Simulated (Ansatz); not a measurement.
Geometry optimisation, RKS PBE0-D4/def2-SVP (Ansatz 0.2.0).

input.yaml

```yaml
crystal:
  periodic: [false, false, false]
  atoms:
    - { symbol: Mg, position_ang: [-1.0906, -0.1379, -0.9252] }
    - { symbol: H, position_ang: [0.2072, -1.6977, 0.0828] }
    - { symbol: Cl, position_ang: [-2.7722, -0.0182, -2.2604] }
    - { symbol: H, position_ang: [0.6621, -0.9209, 0.4929] }
    - { symbol: C, position_ang: [0.782, 0.4555, 0.6674] }
    - { symbol: H, position_ang: [1.5094, 0.9354, 1.316] }
    - { symbol: H, position_ang: [-0.2399, 0.6509, 1.0061] }
    - { symbol: H, position_ang: [0.942, 0.7328, -0.3795] }
basis:
  gaussian: { orbitals: def2-SVP }
hamiltonian:
  xc: pbe0
  dispersion: d4
relax:
  f_tol: 0.15
  max_steps: 25
  restrain:
    - { distance: [0, 4], at: 2.17, k: 30.0 }
    - { distance: [3, 1], at: 0.62, k: 30.0 }
    - { distance: [0, 1], at: 3.02, k: 30.0 }
    - { distance: [3, 4], at: 2.37, k: 30.0 }
```

Command:

```bash
$ ansatz run input.yaml --threads 2 --pin off --max-ram 3072MiB --backend cpu --events-out ev --progress --plain --runs-dir out
```

Q: Where does it end, and by what steps?

A: The forces met the threshold. The restraints hold the end off the free minimum. After 14 steps the energy has fallen by 2.076 eV (the restraints' own energy left out); H6 moved furthest, 1.30 Å. Joined: H2–H4.

| step | energy less start (eV) | largest force component (eV/Å) | accepted |
| --- | --- | --- | --- |
| 0 | 0.0000 | 2.537 | yes |
| 1 | 0.8566 | 2.055 | yes |
| 2 | 1.0812 | 4.144 | yes |
| 3 | 0.6268 | 4.487 | yes |
| 4 | 0.0504 | 2.814 | yes |
| 5 | -0.6401 | 2.240 | yes |
| 6 | -1.1439 | 2.163 | yes |
| 7 | -1.4929 | 2.167 | yes |
| 8 | -1.8207 | 1.754 | yes |
| 9 | -1.9676 | 1.762 | yes |
| 10 | -2.0287 | 1.839 | yes |
| 11 | -2.0665 | 2.340 | yes |
| 12 | -2.1000 | 1.712 | no |
| 13 | -2.0832 | 2.199 | yes |
| 14 | -2.0757 | 2.337 | yes |

```xyz
8
Properties=species:S:1:pos:R:3
Mg -1.033 0.443 -0.833
H 0.141 -2.217 -0.021
Cl -2.708 0.110 -2.239
H 0.334 -1.569 0.177
C 0.590 0.769 0.537
H 0.773 1.838 0.735
H 0.378 0.285 1.505
H 1.525 0.340 0.140
```

Whether the end is a true minimum wasn't checked by a vibrational analysis.

The run took 22 s on 2 threads of Arm Neoverse V2, on a shared host, peak memory 0.14 GiB.
